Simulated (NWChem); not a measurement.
SiH2 cation, doublet; SMILES of the neutral closed-shell parent [SiH2]

```xyz
3

Si     0.0000     0.0000     0.0936
H      1.2890     0.0000    -0.6549
H     -1.2890     0.0000    -0.6549
```
Atoms are numbered in this order, from 1.

Computed with NWChem. Spin-unrestricted. In the optimisation the excess spin sits in a1 (C2v, its own frame). All runs use the structure optimised with PBE0-D3(BJ)/def2-TZVP, spin-unrestricted. This spin state was assumed; another may lie lower. No stability test was run on the SCF state.

Problem. Estimate the computed values for B3LYP/cc-pVTZ. Quantities: highest occupied level (eV); lowest empty minus highest occupied level, either spin (eV); <S²>.

Solution. 
```yaml
highest occupied level (eV): -14.65
lowest empty minus highest occupied level, either spin (eV): 3.41
"<S²>": 0.752
```
